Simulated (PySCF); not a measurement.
Molecule: `Cn1cccn1`, C$_{4}$H$_{6}$N$_{2}$.

Molfile (atoms numbered from 1):
```
C4H6N2
     RDKit          3D

 12 12  0  0  0  0  0  0  0  0999 V2000
    1.8181    0.1757    0.2754 C   0  0  0  0  0  0  0  0  0  0  0  0
    0.3915    0.1172    0.0982 N   0  0  0  0  0  0  0  0  0  0  0  0
   -0.3586   -0.9639   -0.2262 C   0  0  0  0  0  0  0  0  0  0  0  0
   -1.6637   -0.5217   -0.3320 C   0  0  0  0  0  0  0  0  0  0  0  0
   -1.5791    0.8588   -0.0531 C   0  0  0  0  0  0  0  0  0  0  0  0
   -0.3314    1.2285    0.2030 N   0  0  0  0  0  0  0  0  0  0  0  0
    2.0498    0.7488    1.1831 H   0  0  0  0  0  0  0  0  0  0  0  0
    2.3014    0.6649   -0.5842 H   0  0  0  0  0  0  0  0  0  0  0  0
    2.2135   -0.8427    0.3792 H   0  0  0  0  0  0  0  0  0  0  0  0
    0.0844   -1.9500   -0.3499 H   0  0  0  0  0  0  0  0  0  0  0  0
   -2.5451   -1.1121   -0.5692 H   0  0  0  0  0  0  0  0  0  0  0  0
   -2.3807    1.5965   -0.0244 H   0  0  0  0  0  0  0  0  0  0  0  0
  1  2  1  0
  2  3  1  0
  3  4  2  0
  4  5  1  0
  5  6  2  0
  6  2  1  0
  1  7  1  0
  1  8  1  0
  1  9  1  0
  3 10  1  0
  4 11  1  0
  5 12  1  0
M  END
```

Geometry PBE0-D3(BJ)/def2-SVP throughout; GIAO in PySCF 2.14, gas phase, one conformer, non-relativistic; equivalent atoms averaged; functional PBE0.

**Question.** How do the shifts δ (against TMS, NH3 at the same level) depend on the basis set? (a selection of nuclei; ppm; last column core-seconds on shared hosts with different chips, so compare them loosely)

**Answer.** 
```
    basis set  functions     C5     C3     C4     N6     N2   H12   H10   H11  H7/H8/H9  core-s
       STO-3G         36  115.1  112.7   97.9  248.1  116.0  7.03  6.13  5.68      3.16     2.3
        6-31G         66  134.4  125.6  104.9  313.0  191.9  7.40  7.08  6.27      3.80     4.6
     pcSseg-0         66  151.5  141.8  117.9  363.8  216.6  7.35  6.88  6.20      3.99     4.5
       6-31G*         96  131.5  121.8  100.9  295.7  189.6  7.15  6.91  5.93      3.62     7.3
     def2-SVP        114  135.4  125.3  104.2  320.7  206.9  7.08  6.83  5.98      3.51     9.3
      cc-pVDZ        114  136.1  126.6  105.1  320.9  210.8  7.26  7.06  6.08      3.60     9.6
     pcSseg-1        132  143.3  132.7  110.1  347.0  226.1  7.47  7.17  6.25      3.73      20
  aug-cc-pVDZ        192  137.0  126.1  103.8  317.6  210.2  7.61  7.32  6.39      3.87      19
6-311+G(2d,p)        198  141.9  130.2  108.2  333.7  220.4  7.56  7.27  6.33      3.74      27
    def2-TZVP        222  143.1  131.7  109.2  341.6  225.7  7.55  7.29  6.33      3.73      25
      cc-pVTZ        264  142.0  130.6  108.9  339.7  223.4  7.50  7.27  6.31      3.73      30
     IGLO-III        270  146.6  134.8  112.0  344.1  226.3  7.54  7.26  6.31      3.78      30
     pcSseg-2        300  148.1  136.4  113.0  347.9  228.3  7.61  7.28  6.37      3.75      37
```

**Question.** Which nucleus among those listed moves most, in ppm?

**Answer.** N6 (pyridine-type nitrogen of an azole): from 248.1 ppm with STO-3G to 363.8 ppm with pcSseg-0. The smallest spread is 0.59 ppm, at H12. Proton shifts span only some 12 ppm, so a few tenths of a ppm matter as much there as several ppm in carbon.

**Question.** Taking the largest basis, pcSseg-2 (300 functions), as the yardstick, rank the others by their worst heavy-atom deviation.

**Answer.** IGLO-III 3.7 ppm (270 functions), pcSseg-1 4.8 ppm (132 functions), def2-TZVP 6.3 ppm (222 functions), cc-pVTZ 8.2 ppm (264 functions), 6-311+G(2d,p) 14.2 ppm (198 functions), pcSseg-0 15.9 ppm (66 functions), cc-pVDZ 26.9 ppm (114 functions), def2-SVP 27.2 ppm (114 functions), aug-cc-pVDZ 30.3 ppm (192 functions), 6-31G 36.4 ppm (66 functions), 6-31G* 52.1 ppm (96 functions), STO-3G 112.3 ppm (36 functions).

A small basis that lands close on one nucleus may do so by chance; judge by the trend and by all nuclei.
